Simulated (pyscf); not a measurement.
This saddle point was located with ωB97X-D3(BJ)/def2-SVP in PySCF.

```xyz
10

O     -0.9170    -0.9536    -0.5432
As    -2.1641    -0.4196     0.6722
O     -1.8296     1.3326     0.7067
H     -0.9750    -0.6007    -1.5949
H     -1.2573    -0.6961     1.8575
H     -2.4527     1.7951     0.1313
As     0.9613    -0.1476    -0.8199
H     -0.2890    -0.0582    -2.3462
H      0.6735     1.3419    -0.7400
H      0.8918    -0.2635     0.7301
```

Surface: singlet, charge 0. Lowest wavenumbers (cm⁻¹): 1302i, 86, 108, 202, 252.

Problem. Name the species on either side of this saddle.

Solution. HO–AsH–OH (SMILES O[AsH]O) + AsH₃ (SMILES [AsH3]) <-> HO–AsH–O–AsH₂ (SMILES O[AsH]O[AsH2]) + H₂ (SMILES [H][H]), a four-centre exchange read from left to right: H–O, As–H broken and As–O, H–H formed. At ωB97M-D3(BJ)/def2-TZVP it lies +58.7 kcal/mol from the left side and +47.6 kcal/mol from the right (each side as separated species at their lowest minima found). HO–AsH–O–AsH₂ lies 14.3 kcal/mol over its isomer HO–As(OH)–AsH₂ (electronic energy, ωB97M-D3(BJ)). This is the saddle that the search found; another between the same sides may lie lower. Elements up to Kr have no core potential and no relativistic terms here.
